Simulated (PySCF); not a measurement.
Two species compared at the same levels of theory.

First species: C₅H₇F.
Atom-mapped SMILES: `[F:1][C@H:2]1[CH:3]=[CH:4][CH2:5][CH2:6]1` (hydrogens: H7 on C2; H8 on C3; H9 on C4; H10, H11 on C5; H12, H13 on C6)

Geometry (GFN2-xTB, Å), atoms numbered from 1 in this order:
```
atom  x, y, z in Å
F1     1.3962   -1.8141   -0.5747
C2     0.7645   -0.9121    0.2663
C3     1.2625    0.4863    0.0461
C4     0.2666    1.3319   -0.1519
C5    -1.0740    0.6666   -0.0965
C6    -0.7381   -0.8338   -0.0443
H7     0.9822   -1.2708    1.2817
H8     2.3144    0.7073    0.0572
H9     0.3604    2.3912   -0.3169
H10   -1.6899    0.9267   -0.9585
H11   -1.6129    0.9844    0.7996
H12   -1.3341   -1.3679    0.6924
H13   -0.9022   -1.2953   -1.0181
```

Second species: C3H6O2S.
SMILES with atom numbers: `[CH3:1][O:2][C:3](=[S:4])[O:5][CH3:6]` (hydrogens: H7, H8, H9 on C1; H10, H11, H12 on C6)

Cartesian coordinates in Å at the GFN2-xTB level; atoms count from 1:
```xyz
12
C3H6O2S angstrom
C      1.8477    0.6851    0.0979
O      0.4655    0.3771    0.0739
C      0.1172   -0.8399   -0.3428
S      1.1569   -1.9955   -0.8237
O     -1.1831   -1.0763   -0.3464
C     -2.0688   -0.0498    0.0788
H      1.9187    1.7089    0.4573
H      2.3786    0.0038    0.7662
H      2.2757    0.5960   -0.9028
H     -3.0661   -0.4735   -0.0093
H     -1.9742    0.8326   -0.5572
H     -1.8671    0.2309    1.1143
```

Levels: PBE0/def2-SVPD for HOMO energy, LUMO energy, HOMO–LUMO gap and static isotropic polarisability; TDDFT PBE0/def2-SVPD for lowest singlet excitation; TDA PBE0/def2-SVPD for lowest triplet excitation (Tamm–Dancoff). Geometries: GFN2-xTB. Each structure is a single optimised conformer of the isolated species, non-relativistic unless stated; the electronic structure was computed with PySCF and density fitting.

The conformers computed, where there is a choice (atom-mapped SMILES and torsion angles):
- `[CH3:1][O:2][C:3](=[S:4])[O:5][CH3:6]`: C1–O2–C3–S4 0°, O2–C3–O5–C6 0°

The conformers of `F[C@H]1C=CCC1` aren't listed.

```tsv
property	column X	column Y
HOMO energy	-6.54 eV	-7.56 eV
LUMO energy	-0.72 eV	0.06 eV
HOMO–LUMO gap	5.82 eV	7.62 eV
lowest singlet excitation	4.02 eV	7.03 eV
lowest triplet excitation (Tamm–Dancoff)	3.68 eV	4.40 eV
static isotropic polarisability	69.2 au	56.6 au
```

Question: Which column belongs to which species?

Answer: Column X is the second species and column Y the first. The first has 13 atoms and 46 electrons, the second 12 and 56.

Question: How does each property change from the first species to the second?

Answer: HOMO energy +1.02 eV; LUMO energy -0.78 eV; HOMO–LUMO gap -1.80 eV; lowest singlet excitation -3.01 eV; lowest triplet excitation (Tamm–Dancoff) -0.72 eV; static isotropic polarisability +12.6 au.

On the first: No computed singlet falls in the visible range (750 to 380 nm, 1.65 to 3.26 eV); S1 lies 3.77 eV above its blue end. The vertical singlet–triplet gap S1 − T1 is 2.63 eV (TDDFT singlet less Tamm–Dancoff triplet; S1: HOMO→LUMO, weight 0.78; T1: HOMO→LUMO, weight 0.93).

On the second: The vertical singlet–triplet gap S1 − T1 is 0.34 eV (TDDFT singlet less Tamm–Dancoff triplet; S1: HOMO→LUMO, weight 1.00; T1: HOMO→LUMO, weight 0.99). The principal polarisabilities are 51.3, 71.2 and 85.2 au; their mean is the isotropic value.
